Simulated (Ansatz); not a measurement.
**C3H4O3, 10 atoms: a performance study**

Aim: measure how long a single point at HF takes on C3H4O3, and which launch flags, input keys and shares of the machine shorten it.

Program: Ansatz 0.2.0 (single point, HF, Gaussian basis). Host: Intel Xeon 6975P-C (Granite Rapids), 96 cores, 190 hardware threads, 362 GiB; it was booked for these runs alone, one at a time. Each run is timed once from launch to exit, start-up included.

### Step 1. What is computed

A molecule of 10 atoms and 46 electrons, SMILES O=C1OCCO1, in the basis aug-cc-pvdz.

### Step 2. The reference run

input.yaml

```yaml
crystal:
  periodic: [false, false, false]
  atoms:
    - { symbol: O, position_ang: [2.6900, -0.1300, -0.0200] }
    - { symbol: C, position_ang: [1.4700, -0.0700, -0.0100] }
    - { symbol: O, position_ang: [0.6500, -1.0800, 0.4100] }
    - { symbol: C, position_ang: [-0.6600, -0.7100, 0.0300] }
    - { symbol: C, position_ang: [-0.5900, 0.7800, -0.0200] }
    - { symbol: O, position_ang: [0.7500, 1.0100, -0.4200] }
    - { symbol: H, position_ang: [-1.4000, -1.0700, 0.7600] }
    - { symbol: H, position_ang: [-0.8800, -1.1600, -0.9500] }
    - { symbol: H, position_ang: [-1.2900, 1.2100, -0.7400] }
    - { symbol: H, position_ang: [-0.7500, 1.2400, 0.9600] }
basis:
  gaussian: { orbitals: aug-cc-pvdz }
hamiltonian: { xc: hf }
```

Run with:

```sh
> ansatz run input.yaml --backend cpu --events-out ev --progress --plain --runs-dir out
```

### Step 3. Change: x pbe

Edit input.yaml of step 2 so:

```diff
@@ -15,2 +15,2 @@
   gaussian: { orbitals: aug-cc-pvdz }
-hamiltonian: { xc: hf }
+hamiltonian: { xc: pbe }
```

### Step 4. Change: x r2scan

Edit input.yaml of step 3 so:

```diff
@@ -15,2 +15,2 @@
   gaussian: { orbitals: aug-cc-pvdz }
-hamiltonian: { xc: pbe }
+hamiltonian: { xc: r2scan }
```

### Step 5. Change: x pbe0

Edit input.yaml of step 4 so:

```diff
@@ -15,2 +15,2 @@
   gaussian: { orbitals: aug-cc-pvdz }
-hamiltonian: { xc: r2scan }
+hamiltonian: { xc: pbe0 }
```

### Step 6. Change: f 3

Edit input.yaml of step 5 so:

```diff
@@ -15,2 +15,2 @@
   gaussian: { orbitals: aug-cc-pvdz }
-hamiltonian: { xc: pbe0 }
+hamiltonian: { xc: { name: wB97M-V } }
```

### Step 7. Change: f 2

Edit input.yaml of step 6 so:

```diff
@@ -15,2 +15,2 @@
   gaussian: { orbitals: aug-cc-pvdz }
-hamiltonian: { xc: { name: wB97M-V } }
+correlation: { method: mp2 }
```

### Step 8. Change: f 3

Edit input.yaml of step 7 so:

```diff
@@ -15,2 +15,3 @@
   gaussian: { orbitals: aug-cc-pvdz }
-correlation: { method: mp2 }
+hamiltonian: { xc: pbe0 }
+correlation: { method: rpa }
```

### Step 9. Change: f 60

Edit input.yaml of step 8 so:

```diff
@@ -15,3 +15,2 @@
   gaussian: { orbitals: aug-cc-pvdz }
-hamiltonian: { xc: pbe0 }
-correlation: { method: rpa }
+correlation: { method: ccsd_t }
```

(Steps that only read results are left out.)

**Question.** How long do these runs take on this host, and what pays? Wanted: reference; best change.

The runs gave:

| quantity | value |
| --- | --- |
| reference | 0.29 s on 96 threads |
| best change | none beyond the noise |

**Reading.** Changes under about 103 % are taken as noise (0.3 s of jitter at start-up on so short a run). No change beats the defaults here. The figures hold for this build, input and host.
